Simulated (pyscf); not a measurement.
Optimised with ωB97X-D3(BJ)/def2-SVP in PySCF.

Question: Estimate the classical barrier height and the reaction energy of •H₂C–CH(CH₃)–Cl -> cyclic C₃H₅Cl (SMILES ClC1CC1) + H atom (H•) at ωB97M-D3(BJ)/def2-TZVP. The step runs on the doublet surface, breaks C–H and forms C–C; take the reactant's lowest minimum found as zero.

Answer: ΔE‡ = 64.6 kcal/mol, ΔE = +47.6 kcal/mol. Zero-point energy shifts the barrier by -3.7 kcal/mol. It is a ring closure with loss of a group, with an imaginary mode of 1388i cm⁻¹. The same reactants have a lower exit, to H₂C=CH–CH₃ + Cl• (no saddle counted: cutting one bond, which may have a small barrier of its own, costs +19.8 kcal/mol at ωB97M-D3(BJ), against +64.6 kcal/mol here). •H₂C–CH(CH₃)–Cl lies 6.2 kcal/mol over its isomer H₃C–C•(CH₃)–Cl, and others may lie lower still (electronic energy, ωB97M-D3(BJ)). cyclic C₃H₅Cl (SMILES ClC1CC1) lies 9.9 kcal/mol over its isomer H₂C=C(CH₃)–Cl, and others may lie lower still (electronic energy, ωB97M-D3(BJ)). One saddle was located; it need not be the lowest between these sides.
